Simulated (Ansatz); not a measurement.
We consider Sb₂O₃ (Pccn, No. 56), described by r²SCAN+rVV10 in Ansatz (plane waves, PAW).

Run with plane-wave cutoff 560 eV, 8×6×4 k mesh (along the axes of the cell as run), Fermi–Dirac smearing 0.01 eV, scalar-relativistic PAW data made under PBE.

The cell is scaled about its equilibrium volume:

Shape and atoms are relaxed at each volume.

```csv
V (Å³/atom),P (GPa),direct gap at Γ (eV)
15.642,1.50,2.008
15.968,0.68,2.157
16.294,0.00,2.296
16.620,-0.57,2.427
16.946,-1.04,2.550
```

A straight line through the gaps at Γ against ln V gives a volume deformation potential dE_g(Γ)/d ln V of 6.8 eV: the gap at Γ narrows under compression.

Note: the relaxation could not lower the start's symmetry, so the cell can be a saddle point above a distorted one; the bulk modulus comes from volumes at which shape and atoms were relaxed.

Spin–orbit coupling is not included.

Ansatz is a quantum-chemistry and plane-wave program.
